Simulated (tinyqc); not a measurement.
The basis set: RHF and MP2 along a ladder of basis sets, for H2O, spin multiplicity 1. Computed by the program tinyqc with PySCF. 

Geometry (angstrom):
```
atom       x        y       z
O     0.0000   0.0000  0.0000
H     0.0000   0.7660  0.5140
H     0.0000  -0.7660  0.5140
```

Same geometry throughout; the dipole is taken about the origin.

RHF and frozen-core MP2 in a ladder of bases:
```
basis        functions  E(RHF) (hartree)  E(MP2 corr) (hartree)  HOMO (eV)  LUMO (eV)  dipole (debye)
sto-3g               7        -74.950436              -0.031695   -10.5438    17.0204          1.7106
3-21g               13        -75.581824              -0.117777   -12.9771     7.5028          2.3008
6-31g               13        -75.983752              -0.124251   -13.6021     5.8158          2.4740
6-31g**             24        -76.021393              -0.191580   -13.5037     6.1065          2.0125
cc-pvdz             24        -76.024535              -0.198613   -13.4192     5.2469          1.8995
aug-cc-pvdz         41        -76.040013              -0.216036   -13.8883     0.9961          1.8415
cc-pvtz             58        -76.056218              -0.258490   -13.7417     4.0002          1.8697
```

From cc-pVDZ to cc-pVTZ the RHF energy falls by 31.7 mhartree and the correlation energy by 59.9. If valence correlation converges as X^-3, (27 E(T) - 8 E(D))/19 gives -0.2837 hartree, a rough estimate from such small X that usually falls short; STO-3G holds about 11 % of it. Beyond STO-3G the LUMO moves by 6.5 eV and the HOMO by 0.9 eV; diffuse functions lower the positive LUMO sharply, since an unbound virtual level tracks the most diffuse function.
